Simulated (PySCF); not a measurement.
# BBeH5: the cost of one run

Programs: PySCF 2.14.0. All values are calculated, for the isolated system unless a continuum is named. Atoms count from 0, parts from 1.

## 1. Starting point

7 atoms, charge 0, multiplicity 1; geometry: GFN2-xTB. Parts: 1 = atoms 0–3, `B`, charge 0; 2 = atoms 4–6, `[BeH2]`, charge 0.

## 2. Relaxing the molecule at PBE0-D3(BJ)/def2-TZVPD

Job settings and geometry (Å):

```
{"job": {"xc": "PBE0", "basis": "def2-TZVPD", "d3": "d3bj", "grid": 3, "kind": "geom", "shake": 0.01}, "charge": 0, "multiplicity": 1, "parts": [{"atoms": "0-3", "charge": 0, "multiplicity": 1}, {"atoms": "4-6", "charge": 0, "multiplicity": 1}]}
B     -0.121700    -0.390849     0.426245
H      1.004186    -0.283975     0.206708
H     -0.717570     0.635733     0.666638
H     -0.711152    -0.978142    -0.577693
Be    -1.057420    -2.040525     0.347331
H     -0.370957    -1.255167     1.357692
H     -1.666679    -3.161959     0.316109
```

Run with:

```bash
> OMP_NUM_THREADS=1 python cluster_run.py task.json out
```

One launch serves the whole session: the jobs run in the order shown.

**Question.** How long does this first job take on 1 thread of Arm Neoverse N1, shared host, and how much memory does it need?

About 40 s, with a peak of 0.51 GiB.
